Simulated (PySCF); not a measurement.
C4H4FP.
Z-matrix (Å and degrees, GFN2-xTB geometry), rows numbered from 1:
```
F 
C   1  1.3422
C   2  1.4383  1  120.02
C   3  1.3449  2  112.38  1   178.91
P   4  1.8072  3  111.49  2     5.91
C   2  1.3457  1  123.83  3   178.31
H   3  1.0773  2  121.51  1     0.22
H   4  1.0760  3  125.18  2   179.69
H   5  1.3963  4   96.20  3  -105.24
H   6  1.0748  2  125.21  1     2.65
```

Definitions: NICS(0) = −σiso at the ring centroid; NICS(1) = −σiso and NICS(1)zz = −σzz at ±1 Å along the ring normal z. Level: GIAO PBE0/pcSseg-1 (PySCF, non-relativistic, gas phase) on the GFN2-xTB geometry, one conformer.

Ring bond lengths (Å), with Mayer bond orders in brackets: C2–C3 1.438 (1.15), C3–C4 1.345 (1.71), C4–P5 1.807 (1.01), P5–C6 1.801 (0.99), C6–C2 1.346 (1.72).

Give the NICS values of each ring in ppm.

```
          ring                                                           type  NICS(0)  NICS(1), two faces  NICS(1)zz, two faces  rms pucker (Å)  centre to ring atoms, mean (Å)
C2–C3–C4–P5–C6  5-membered ring with P; bonds drawn aromatic by RDKit's count     -6.9         -6.2 / -6.2         -12.3 / -13.5            0.04                            1.31
```

What can be read from them?

- C2–C3–C4–P5–C6: mean NICS(1)zz -12.9 ppm, shielded. A hydrogen on P5, outside the ring, lies 1.87 Å from a NICS(1) probe.

What does the geometric index give? HOMA = 1 − mean of α(R − Ropt)² over the ring bonds, with Krygowski's 1993 parameters (CC: Ropt 1.388 Å, α 257.7 Å⁻²; CP: Ropt 1.698 Å, α 118.91 Å⁻²).

- C2–C3–C4–P5–C6: HOMA 0.15; the largest term is that of C4–P5, α(R − Ropt)² = 1.42.

At the second NICS(1) probe listed for ring C2–C3–C4–P5–C6, 1 Å off the ring, what do the in-plane components average?

The isotropic value is a third of the trace: (3 × -6.2 − (-13.5))/2 = -2.6 ppm.

Give the inner angles of the rings and the Hirshfeld charges of the ring atoms.

- C2–C3–C4–P5–C6: C2 116.1° (+0.079 e), C3 112.4° (-0.063 e), C4 111.5° (-0.098 e), P5 89.7° (+0.141 e), C6 109.5° (-0.141 e); sum 539.2° against 540° for a flat convex ring.

What are the shieldings of the ring atoms and their hydrogens in the same run (means over atoms taken as equivalent)?

| atoms | environment | σ isotropic (ppm) | principal values of the symmetric part, first atom (ppm) |
| --- | --- | --- | --- |
| C2 | unsaturated ring carbon | 11.4 | -76.4, 51.9, 58.7 |
| C3 | unsaturated ring CH carbon | 45.6 | -53.1, 46.6, 143.2 |
| C4 | unsaturated ring CH carbon | 43.2 | -67.0, 26.8, 169.6 |
| P5 | ring phosphorus | 403.5 | 348.0, 406.2, 456.4 |
| C6 | unsaturated ring CH carbon | 77.3 | -1.2, 68.6, 164.7 |
| H7 | hydrogen on carbon | 24.52 | 22.3, 24.0, 27.3 |
| H8 | hydrogen on carbon | 24.62 | 22.9, 24.9, 26.1 |
| H9 | hydrogen on phosphorus | 26.60 | 21.8, 23.9, 34.1 |
| H10 | hydrogen on carbon | 25.77 | 23.1, 26.6, 27.5 |
